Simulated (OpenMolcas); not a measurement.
# AlHClF (SMILES [F][AlH][Cl]): a chain of runs

We compute a single-point energy (UHF/STO-3G), then a single-point energy (CASSCF(2,2)/STO-3G), then the energy (CASPT2(2,2)/STO-3G), then the energy (SC-NEVPT2(2,2)/STO-3G), then the energy (MRCI(2,2)/STO-3G) of AlHClF. 

The calculation is run with OpenMolcas 26.06.

3 further runs of the same task are left out: 1 that didn't finish, 2 set aside as unsound or not needed.

**1. The molecule**

AlHClF has 4 atoms, charge 0, and is taken as a singlet. SMILES: `[F][AlH][Cl]`. The F1–Al2 distance was set to 2.473 Å, away from the relaxed value.

Bond lengths: Al2–Cl3 2.017 Å, Al2–H4 1.507 Å. Angles: Cl3–Al2–H4 124.6°.

**2. The energy at UHF/STO-3G (run 1)**

Contents of step1.inp:

```
>>> EXPORT MOLCAS_PRINT=2

&GATEWAY
  BasLib=$CurrDir
  BasisSet
  F.STO-3G....
  F1 0.736027 -1.462585 1.862721 angstrom
  End of Basis
  BasisSet
  Al.STO-3G....
  Al2 0.062570 0.041320 0.018420 angstrom
  End of Basis
  BasisSet
  Cl.STO-3G....
  Cl3 -1.614690 -0.246020 -1.063620 angstrom
  End of Basis
  BasisSet
  H.STO-3G....
  H4 1.040570 1.165980 -0.202740 angstrom
  End of Basis

&SEWARD

&SCF
  UHF
  Scramble=0.25
  PrOrbitals=1 1
```

The basis set STO-3G is read from a file made from the Basis Set Exchange's data (not shown).

Started as:

```console
$ export MOLCAS_MEM=1860
$ pymolcas step1.inp > step1.log
```

Log:

```text
--- Start Module: gateway ---
[...]
--- Stop Module: gateway /rc=_RC_ALL_IS_WELL_ ---
--- Start Module: seward ---
[...]
      Basis functions           24
--- Stop Module: seward /rc=_RC_ALL_IS_WELL_ ---
--- Start Module: scf ---
[...]
       Convergence after  33 Iterations
[...]
::    Total SCF energy                               -792.1969721801
[...]
      Total spin, S                                     0.5367492051
[...]
      Total electronic charge=   40.000000
      Total            charge=   -0.000000
[...]
      Dipole Moment (debye):
      Origin of the operator (angstrom)=   -0.4849   -0.4161   -0.0185
                   X=  2.2629E+00               Y=  1.3176E-01               Z=  1.7011E+00           Total=  2.8341E+00
      Quadrupole Moment (debye*angstrom):
[...]
--- Stop Module: scf /rc=_RC_ALL_IS_WELL_ ---
[...]
```

It took 2.3 s on 1 thread of Arm Neoverse V1, shared host; peak memory 0.37 GiB.

**3. The energy at CASSCF(2,2)/STO-3G (run 2)**

Contents of step2.input:

```
&GATEWAY
BasLib=$CurrDir
BasisSet
F.STO-3G....
F1 0.736027 -1.462585 1.862721 angstrom
End of Basis
BasisSet
Al.STO-3G....
Al2 0.062570 0.041320 0.018420 angstrom
End of Basis
BasisSet
Cl.STO-3G....
Cl3 -1.614690 -0.246020 -1.063620 angstrom
End of Basis
BasisSet
H.STO-3G....
H4 1.040570 1.165980 -0.202740 angstrom
End of Basis
&SEWARD
&RASSCF
FileOrb=$CurrDir/step1.UnaOrb
Spin=1
Nactel=2 0 0
Inactive=19
Ras2=2
OrbListing=Nothing
```

The basis set STO-3G is read from a file made from the Basis Set Exchange's data (not shown).

Started as:

```console
$ export MOLCAS_MEM=1860
$ pymolcas step2.input > step2.log
```

Log:

```text
--- Start Module: gateway ---
[...]
--- Stop Module: gateway /rc=_RC_ALL_IS_WELL_ ---
--- Start Module: seward ---
[...]
      Basis functions           24
--- Stop Module: seward /rc=_RC_ALL_IS_WELL_ ---
--- Start Module: rasscf ---
[...]
      Number of active orbitals                  2
[...]
      Spin quantum number                      0.0
[...]
      Active orbitals                            2
[...]
      Number of CSFs                             3
[...]
      Number of root(s) required                 1
[...]
      Convergence after 12 iterations
[...]
      printout of CI-coefficients larger than  0.05 for root  1
      energy=    -792.222408
      conf/sym  11     Coeff  Weight
             1  20  -0.91022 0.82850
             3  02   0.41413 0.17150
      Natural orbitals and occupation numbers for root  1
      sym 1:   1.657000   0.343000
      ************************************************************************************************************************
      *                                                    Final results                                                     *
[...]
::    RASSCF root number  1 Total energy:   -792.22240846
[...]
      Total electronic charge=   40.000000
      Total            charge=   -0.000000
[...]
      Dipole Moment (debye):
      Origin of the operator (angstrom)=   -0.4849   -0.4161   -0.0185
                   X=  2.0972E+00               Y=  3.1712E-01               Z=  1.4133E+00           Total=  2.5488E+00
      Quadrupole Moment (debye*angstrom):
[...]
--- Stop Module: rasscf /rc=_RC_ALL_IS_WELL_ ---
[...]
```

Run time: 1.8 s. Hardware: 1 thread of Arm Neoverse V1, shared host; peak memory 0.37 GiB.

**4. The energy at CASPT2(2,2)/STO-3G (run 3)**

Contents of step3.inp:

```
* AlClFH CASPT2

&gateway
  baslib=$CurrDir
  basisset
  F.STO-3G....
  F1 0.736027 -1.462585 1.862721 angstrom
  End of Basis
  basisset
  Al.STO-3G....
  Al2 0.062570 0.041320 0.018420 angstrom
  End of Basis
  basisset
  Cl.STO-3G....
  Cl3 -1.614690 -0.246020 -1.063620 angstrom
  End of Basis
  basisset
  H.STO-3G....
  H4 1.040570 1.165980 -0.202740 angstrom
  End of Basis

&seward

&rasscf
  fileorb=$CurrDir/step2.RasOrb
  spin=1
  nactel=2 0 0
  inactive=19
  ras2=2
  orblisting=Nothing

&caspt2
  imaginary=0.1
  frozen=11
```

The basis set STO-3G is read from a file made from the Basis Set Exchange's data (not shown).

Started as:

```console
$ export MOLCAS_MEM=1860
$ pymolcas step3.inp > step3.log
```

Log:

```text
--- Start Module: gateway ---
[...]
--- Stop Module: gateway /rc=_RC_ALL_IS_WELL_ ---
[...]
      Basis functions           24
[...]
--- Start Module: rasscf ---
[...]
      Number of active orbitals                  2
[...]
      Spin quantum number                      0.0
[...]
      Active orbitals                            2
[...]
      Number of CSFs                             3
[...]
      Number of root(s) required                 1
[...]
      Convergence after  4 iterations
[...]
      printout of CI-coefficients larger than  0.05 for root  1
      energy=    -792.222408
      conf/sym  11     Coeff  Weight
             1  20  -0.91022 0.82850
             3  02   0.41413 0.17150
      Natural orbitals and occupation numbers for root  1
      sym 1:   1.657000   0.343000
      ************************************************************************************************************************
      *                                                    Final results                                                     *
[...]
::    RASSCF root number  1 Total energy:   -792.22240846
[...]
      Total electronic charge=   40.000000
      Total            charge=   -0.000000
[...]
      Dipole Moment (debye):
      Origin of the operator (angstrom)=   -0.4849   -0.4161   -0.0185
                   X=  2.0972E+00               Y=  3.1710E-01               Z=  1.4133E+00           Total=  2.5488E+00
      Quadrupole Moment (debye*angstrom):
[...]
--- Stop Module: rasscf /rc=_RC_ALL_IS_WELL_ ---
--- Start Module: caspt2 ---
[...]
 ###    WARNING: User changed nr of frozen orbitals.                         ###
 ###############################################################################
[...]
      E2 (Variational):          -0.0229537748
      Total energy:            -792.2453622322
[...]
      Reference weight:           0.98697
[...]
::    CASPT2 Root  1     Total energy:   -792.24536223
[...]
--- Stop Module: caspt2 /rc=_RC_ALL_IS_WELL_ ---
[...]
```

Wall time 1.7 s (1 thread of Arm Neoverse V1, shared host); peak memory 0.37 GiB.

**5. A single-point energy at SC-NEVPT2(2,2)/STO-3G (run 4)**

Contents of step4.inp:

```
&GATEWAY
  BasLib=$CurrDir
  BasisSet
  F.STO-3G....
  F1 0.736027 -1.462585 1.862721 angstrom
  End of Basis
  BasisSet
  Al.STO-3G....
  Al2 0.062570 0.041320 0.018420 angstrom
  End of Basis
  BasisSet
  Cl.STO-3G....
  Cl3 -1.614690 -0.246020 -1.063620 angstrom
  End of Basis
  BasisSet
  H.STO-3G....
  H4 1.040570 1.165980 -0.202740 angstrom
  End of Basis

&SEWARD

&RASSCF
  FileOrb=$CurrDir/step2.RasOrb
  Spin=1
  Nactel=2 0 0
  Inactive=19
  Ras2=2
  OrbListing=Nothing

&CASPT2
  SC-NEVPT2
  Frozen=11
```

The basis set STO-3G is read from a file made from the Basis Set Exchange's data (not shown).

Started as:

```console
$ export MOLCAS_MEM=1860
$ pymolcas step4.inp > step4.log
```

Log:

```text
--- Start Module: gateway ---
[...]
--- Stop Module: gateway /rc=_RC_ALL_IS_WELL_ ---
[...]
      Basis functions           24
[...]
--- Start Module: rasscf ---
[...]
      Number of active orbitals                  2
[...]
      Spin quantum number                      0.0
[...]
      Active orbitals                            2
[...]
      Number of CSFs                             3
[...]
      Number of root(s) required                 1
[...]
      Convergence after  4 iterations
[...]
      printout of CI-coefficients larger than  0.05 for root  1
      energy=    -792.222408
      conf/sym  11     Coeff  Weight
             1  20  -0.91022 0.82850
             3  02   0.41413 0.17150
      Natural orbitals and occupation numbers for root  1
      sym 1:   1.657000   0.343000
      ************************************************************************************************************************
      *                                                    Final results                                                     *
[...]
::    RASSCF root number  1 Total energy:   -792.22240846
[...]
      Total electronic charge=   40.000000
      Total            charge=   -0.000000
[...]
      Dipole Moment (debye):
      Origin of the operator (angstrom)=   -0.4849   -0.4161   -0.0185
                   X=  2.0972E+00               Y=  3.1710E-01               Z=  1.4133E+00           Total=  2.5488E+00
      Quadrupole Moment (debye*angstrom):
[...]
--- Stop Module: rasscf /rc=_RC_ALL_IS_WELL_ ---
--- Start Module: caspt2 ---
[...]
 ###    WARNING: User changed nr of frozen orbitals.                         ###
 ###############################################################################
[...]
      E2 (Variational):          -0.0220765929
[...]
      E2 (Variational):          -0.0220525179
      Total energy:            -792.2444609753
[...]
      Reference weight:           0.98796
[...]
::    SC-NEVPT2 Root  1     Total energy:   -792.24446098
[...]
--- Stop Module: caspt2 /rc=_RC_ALL_IS_WELL_ ---
[...]
```

Run time: 1.7 s. Hardware: 1 thread of Arm Neoverse V1, shared host; peak memory 0.37 GiB.

**6. The energy at MRCI(2,2)/STO-3G (run 5)**

Contents of step5.inp:

```
>>> EXPORT MOLCAS_PRINT=2

&GATEWAY
  BasLib
  $CurrDir
  BasisSet
  F.STO-3G....
  F1 0.736027 -1.462585 1.862721 angstrom
  End of Basis
  BasisSet
  Al.STO-3G....
  Al2 0.062570 0.041320 0.018420 angstrom
  End of Basis
  BasisSet
  Cl.STO-3G....
  Cl3 -1.614690 -0.246020 -1.063620 angstrom
  End of Basis
  BasisSet
  H.STO-3G....
  H4 1.040570 1.165980 -0.202740 angstrom
  End of Basis

&SEWARD

&RASSCF
  FileOrb
  $CurrDir/step2.RasOrb
  Spin
  1
  Nactel
  2 0 0
  Inactive
  19
  Ras2
  2
  OrbListing
  Nothing

&MOTRA
  LumOrb
  Frozen
  11

&GUGA
  Electrons
  18
  Spin
  1
  Inactive
  8
  Active
  2
  CIAll
  1

&MRCI
  SDCI
```

The basis set STO-3G is read from a file made from the Basis Set Exchange's data (not shown).

Started as:

```console
$ export MOLCAS_MEM=1860
$ pymolcas step5.inp > step5.log
```

Log:

```text
--- Start Module: gateway ---
[...]
--- Stop Module: gateway /rc=_RC_ALL_IS_WELL_ ---
[...]
      Basis functions           24
[...]
      Number of active orbitals                  2
[...]
      Spin quantum number                      0.0
[...]
      Active orbitals                            2
[...]
      Number of CSFs                             3
[...]
      Number of root(s) required                 1
[...]
      Convergence after  4 iterations
[...]
      printout of CI-coefficients larger than  0.05 for root  1
      energy=    -792.222408
      conf/sym  11     Coeff  Weight
             1  20  -0.91022 0.82850
             3  02   0.41413 0.17150
      Natural orbitals and occupation numbers for root  1
      sym 1:   1.657000   0.343000
      ************************************************************************************************************************
      *                                                    Final results                                                     *
[...]
::    RASSCF root number  1 Total energy:   -792.22240846
[...]
      Dipole Moment (debye):
      Origin of the operator (angstrom)=   -0.4849   -0.4161   -0.0185
                   X=  2.0972E+00               Y=  3.1710E-01               Z=  1.4133E+00           Total=  2.5488E+00
      Quadrupole Moment (debye*angstrom):
[...]
      *** WARNING: Default frozen orbitals is overwritten by user input.
      *** Default values:   8
[...]
--- Start Module: guga ---
[...]
--- Stop Module: guga /rc=_RC_ALL_IS_WELL_ ---
--- Start Module: mrci ---
[...]
       (But an ACPF correction will be computed)
       USE THE DEFAULT ACPF G-VALUE GFAC=  0.11111111111111110
[...]
                      CI ENERGY:  -792.25454414
[...]
                ACPF CORRECTION:    -0.00089223
[...]
      Total electronic charge=   40.000000
      Total            charge=   -0.000000
[...]
     ACPF CORRECTION:     -0.00089223
[...]
  CI State   1     Total energy:   -792.25454414     QDav:     -0.00100726     QACPF:     -0.00089223
[...]
--- Stop Module: mrci /rc=_RC_ALL_IS_WELL_ ---
[...]
```

Run time: 1.9 s. Hardware: 1 thread of Arm Neoverse V1, shared host; peak memory 0.37 GiB.

**7. Results**

| quantity | value |
| --- | --- |
| run 1, UHF/STO-3G: total energy | -792.19697 Eh |
| run 1, UHF/STO-3G: dipole moment | 2.83 D |
| run 1, UHF/STO-3G: HOMO energy | -5.61 eV |
| run 1, UHF/STO-3G: LUMO energy | 7.03 eV |
| run 1, UHF/STO-3G: HOMO–LUMO gap | 12.64 eV |
| run 1, UHF/STO-3G: ⟨S²⟩ | 0.825 |
| run 2, CASSCF(2,2)/STO-3G: total energy | -792.22241 Eh |
| run 2, CASSCF(2,2)/STO-3G: dipole moment (CASSCF density) | 2.55 D |
| run 3, CASPT2(2,2)/STO-3G: total energy | -792.24536 Eh |
| run 3, CASPT2(2,2)/STO-3G: dipole moment (CASSCF density) | 2.55 D |
| run 4, SC-NEVPT2(2,2)/STO-3G: total energy | -792.24446 Eh |
| run 4, SC-NEVPT2(2,2)/STO-3G: dipole moment (CASSCF density) | 2.55 D |
| run 5, MRCI(2,2)/STO-3G: total energy | -792.25454 Eh |
| run 5, MRCI(2,2)/STO-3G: dipole moment (CASSCF density) | 2.55 D |

**Reading.** ⟨S²⟩ (run 1, UHF/STO-3G) is 0.82 where a pure singlet has 0.00: the reference is spin-contaminated. Mulliken charges (run 2, CASSCF(2,2)/STO-3G) run from -0.51 on Cl3 to +0.85 on Al2; they depend strongly on the basis. Mulliken charges (run 3, CASPT2(2,2)/STO-3G) of the CASSCF density run from -0.51 on Cl3 to +0.85 on Al2; they depend strongly on the basis.
